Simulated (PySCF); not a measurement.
PySCF input file for C2H5, SMILES [CH2]C, multiplicity 2, r2SCAN-D4/def2-TZVP. Geometry: r2SCAN-D4/def2-TZVP. The isomer is the one that the SMILES or the coordinates give; other isomers of the formula were not compared.

```python
import numpy as np
from pyscf import gto, scf, dft, df
from pyscf.hessian import thermo

mol = gto.M(
    atom='''
    C     0.79084879   -0.01828600    0.00000000
    C    -0.69062822   -0.00200819    0.00000000
    H     1.34792200    0.04044270   -0.92651702
    H     1.34792200    0.04044270    0.92651702
    H    -1.08959440    1.02469266   -0.00000000
    H    -1.10378652   -0.49190646   -0.88568701
    H    -1.10378652   -0.49190646    0.88568700
    ''',
    basis='def2-TZVP',
    charge=0,
    spin=1,
    max_memory=1600,
    verbose=3,
)
mf = dft.UKS(mol, xc='r2scan').density_fit(auxbasis='def2-universal-jkfit')
mf.disp = 'd4'
mf.grids.level = 4
mf.conv_tol = 1e-11
mf.max_cycle = 100
mf.kernel()
fine, coarse = mf.grids, dft.Grids(mol).set(level=1).build(with_non0tab=True)
for _ in range(3):  # follow internal instabilities
    mf.grids = coarse
    mo, _, stable, _ = mf.stability(return_status=True, nroots=4)
    mf.grids = fine
    if stable:
        break
    mf.kernel(mf.make_rdm1(mo, mf.mo_occ))

# [left out here: the lines that compute and print the analytic Hessian (its translational invariance restored by hand, since the grid's response is missing), thermochemistry and intensities]
```

It prints:

```

WARN: HOMO -0.200182854825901 >= LUMO -0.200182854825901

converged SCF energy = -79.1344514382618  <S^2> = 0.75702296  2S+1 = 2.0070107
<class 'pyscf.df.df_jk.DFUKS'> wavefunction is stable in the internal stability analysis

WARN: MGGA Hessian is sensitive to dft grids. grids.level 4 may not be dense enough.


WARN: DFTD4 does not support analytical Hessian, using finite difference.


WARN: Mole.unit (angstrom) is changed to Bohr

Mode                                 0                   1                   2
Irrep
Freq [cm^-1]                      119.5734            502.0064            812.3362
Reduced mass [au]                   1.0083              1.2127              1.0508
Force const [Dyne/A]                0.0085              0.1801              0.4085
Char temp [K]                     172.0396            722.2754           1168.7710
Normal mode                   x     y     z       x     y     z       x     y     z
       0   C                 0.00 -0.00 -0.00   -0.00 -0.12  0.00    0.00  0.00  0.05
       1   C                -0.00 -0.00  0.01    0.00  0.00  0.00    0.00 -0.00  0.04
       2   H                -0.03  0.56  0.02   -0.05  0.61  0.01   -0.45 -0.01 -0.23
       3   H                 0.03 -0.56  0.02   -0.05  0.61 -0.01    0.45  0.01 -0.23
       4   H                 0.00  0.00 -0.38    0.17  0.07 -0.00    0.00  0.00 -0.20
       5   H                -0.00 -0.29  0.15   -0.06  0.07 -0.00    0.40  0.04 -0.18
       6   H                 0.00  0.29  0.15   -0.06  0.07  0.00   -0.40 -0.04 -0.18
Mode                                 3                   4                   5
Irrep
Freq [cm^-1]                      977.4098           1074.2230           1191.9542
Reduced mass [au]                   1.3343              3.3412              1.4795
Force const [Dyne/A]                0.7511              2.2717              1.2384
Char temp [K]                    1406.2751           1545.5677           1714.9566
Normal mode                   x     y     z       x     y     z       x     y     z
       0   C                -0.01  0.08 -0.00    0.18  0.00 -0.00   -0.00 -0.00 -0.11
       1   C                 0.01 -0.12 -0.00   -0.17 -0.01  0.00   -0.00 -0.00  0.13
       2   H                -0.03 -0.06 -0.01    0.24  0.02  0.02    0.37 -0.01  0.11
       3   H                -0.03 -0.06  0.01    0.24  0.02 -0.02   -0.37  0.01  0.11
       4   H                 0.64  0.14  0.00   -0.10  0.01  0.00    0.00  0.00 -0.26
       5   H                -0.28  0.24 -0.06   -0.23  0.01  0.02    0.35  0.09 -0.10
       6   H                -0.28  0.24  0.06   -0.23  0.01 -0.02   -0.35 -0.09 -0.10
Mode                                 6                   7                   8
Irrep
Freq [cm^-1]                     1389.1633           1461.8462           1476.3928
Reduced mass [au]                   1.1893              1.1056              1.1239
Force const [Dyne/A]                1.3522              1.3921              1.4434
Char temp [K]                    1998.6968           2103.2713           2124.2005
Normal mode                   x     y     z       x     y     z       x     y     z
       0   C                 0.01 -0.00 -0.00    0.08  0.01 -0.00   -0.07  0.01 -0.00
       1   C                 0.12 -0.01  0.00   -0.00  0.04  0.00    0.05  0.04 -0.00
       2   H                -0.09  0.00 -0.06   -0.43 -0.03 -0.30    0.30  0.01  0.22
       3   H                -0.09  0.00  0.06   -0.43 -0.03  0.30    0.30  0.01 -0.22
       4   H                -0.53 -0.23  0.00    0.18  0.09 -0.00    0.16  0.06  0.00
       5   H                -0.42  0.22  0.10   -0.11 -0.30  0.23   -0.25 -0.33  0.33
       6   H                -0.42  0.22 -0.10   -0.11 -0.30 -0.23   -0.25 -0.33 -0.33
Mode                                 9                  10                  11
Irrep
Freq [cm^-1]                     1478.0703           2956.4865           3049.4642
Reduced mass [au]                   1.0329              1.0582              1.0709
Force const [Dyne/A]                1.3295              5.4498              5.8675
Char temp [K]                    2126.6141           4253.7258           4387.5000
Normal mode                   x     y     z       x     y     z       x     y     z
       0   C                 0.00  0.00 -0.02   -0.00  0.00 -0.00    0.00 -0.00  0.00
       1   C                -0.00  0.00 -0.04   -0.03  0.06  0.00   -0.03 -0.06 -0.00
       2   H                 0.06  0.02  0.01   -0.01  0.00  0.00   -0.00 -0.00  0.00
       3   H                -0.06 -0.02  0.01   -0.01  0.00 -0.00   -0.00 -0.00 -0.00
       4   H                 0.00  0.00  0.66    0.32 -0.88 -0.00   -0.09  0.21 -0.00
       5   H                 0.33 -0.38  0.04    0.06  0.10  0.14    0.24  0.29  0.55
       6   H                -0.33  0.38  0.04    0.06  0.10 -0.14    0.24  0.29 -0.55
Mode                                12                  13                  14
Irrep
Freq [cm^-1]                     3097.3858           3147.2124           3249.2899
Reduced mass [au]                   1.1018              1.0508              1.1185
Force const [Dyne/A]                6.2277              6.1322              6.9577
Char temp [K]                    4456.4486           4528.1380           4675.0047
Normal mode                   x     y     z       x     y     z       x     y     z
       0   C                -0.00  0.00  0.01   -0.06 -0.00 -0.00   -0.00 -0.00  0.09
       1   C                 0.00  0.00 -0.09    0.00 -0.00  0.00   -0.00 -0.00  0.01
       2   H                 0.03  0.01 -0.04    0.34  0.03 -0.60    0.35  0.03 -0.57
       3   H                -0.03 -0.01 -0.04    0.34  0.03  0.60   -0.35 -0.03 -0.57
       4   H                 0.00 -0.00 -0.03    0.00 -0.01  0.00    0.00 -0.00  0.00
       5   H                 0.25  0.31  0.54    0.00  0.00  0.00   -0.02 -0.02 -0.04
       6   H                -0.25 -0.31  0.54    0.00  0.00 -0.00    0.02  0.02 -0.04
temperature 298.1500 [K]
pressure 101325.00 [Pa]
Rotational constants [GHz] 103.88474 22.87034 21.18382
Symmetry number 1
Zero-point energy (ZPE) 0.05919 [Eh]   155411.743 [J/mol]
                           tot       elec      trans        rot        vib
Entropy [J/mol/K]       255.388      5.763    150.768     81.155     17.702
Cv [J/mol/K]             46.211      0.000     12.472     12.472     21.267
Cp [J/mol/K]             54.525      0.000     20.786     12.472     21.267
Internal energy [J/mol]                      3718.434   3718.434 158312.459
Internal energy [Eh]   -79.07132  -79.13445
Enthalpy [J/mol]                             6197.391   3718.434 158312.459
Enthalpy [Eh]          -79.07038
Gibbs free energy [J/mol]                  -38754.186 -20477.782 153034.537
Gibbs free energy [Eh] -79.09938
mode   freq/cm-1   IR/(km/mol)
   1      119.57         0.008
   2      502.01        56.131
   3      812.34         2.139
   4      977.41         0.516
   5     1074.22         0.109
   6     1191.95         2.477
   7     1389.16         2.120
   8     1461.85         2.806
   9     1476.39         3.804
  10     1478.07         6.141
  11     2956.49        28.257
  12     3049.46        23.415
  13     3097.39        20.303
  14     3147.21        17.329
  15     3249.29        14.500
max |gradient| / (hartree/bohr): 4.709998350354071e-05
APT charges: [-0.0446  0.0569  0.013   0.013  -0.0172 -0.0125 -0.0125]
```

Self-consistency was reached.

Cost: roughly 2.2 core-minutes.
